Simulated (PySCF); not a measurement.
Gas-phase reaction: 2 AlClF + AlCl2 → 2 AlCl2F + Al

Energies from PySCF, thermal terms from the rigid-rotor harmonic-oscillator model, ideal gas at 1 bar. Table values come from the NASA 1993 polynomials. After a fit of one offset per element over all species, the range-separated, M06-2X, PBE0/def2-QZVP and CCSD(T)/def2-TZVPP enthalpies, where run, lie to one side of the table for AlClF (+54 kJ/mol), AlCl2 (+44 kJ/mol): a fault of the table's entry, another state or a shared error of the levels is possible; this was not checked at source. † marks an energy on the PBE0/def2-TZVP geometry and frequencies; other levels use their own. MP2 and CCSD(T) freeze the core. 6-31G* has spherical d functions here. Open shells (unrestricted): AlClF (multiplicity 2), AlCl2 (multiplicity 2), Al (multiplicity 2, electronic degeneracy 6); the rest are closed-shell singlets. Spin-orbit splitting is ignored; it lowers the true energy and changes the entropy of Al. B3LYP is the form with VWN-RPA correlation. For this reaction the table lies outside the span of B3LYP, CCSD(T), M06-2X, MP2, PBE0, r2SCAN, ωB97M-V, ωB97X-V in their largest bases here; which side is off was not settled. MP2 isn't extrapolated to the basis-set limit; its ΔH°(298 K) is -176.8 kJ in def2-SVP and -160.4 kJ in def2-TZVPP. CCSD(T) isn't extrapolated to the basis-set limit; its ΔH°(298 K) is -195.4 kJ in def2-SVP and -182.0 kJ in def2-TZVPP. The harmonic model lacks anharmonicity and excited electronic states, which grow with temperature; levels with a mode under 35 cm⁻¹ are left out. The table's entry may be an old estimate for AlClF, AlCl2, AlCl2F (not checked at source).

| level | ΔH°(298 K), kJ | minus table | ΔG°(1400 K), kJ |
|---|---|---|---|
| table | 7.5 | - | 91.0 |
| B3LYP/def2-TZVP† | -150.3 | -157.8 | -62.9 |
| BLYP/def2-TZVP† | -138.4 | -145.9 | -51.0 |
| CCSD(T)/def2-SVP† | -195.4 | -202.9 | -108.0 |
| HF/6-31G* | -120.6 | -128.1 | -32.5 |
| M06-2X/def2-TZVP† | -133.9 | -141.4 | -46.5 |
| MP2/def2-TZVPP† | -160.4 | -167.9 | -73.0 |
| PBE/def2-TZVP† | -127.6 | -135.1 | -40.2 |
| PBE0/def2-SVP† | -154.0 | -161.5 | -66.6 |
| PBE0/def2-TZVP | -139.9 | -147.4 | -52.5 |
| ωB97M-V/def2-TZVP† | -185.6 | -193.1 | -98.2 |
| ωB97X-V/def2-TZVP† | -175.9 | -183.4 | -88.5 |
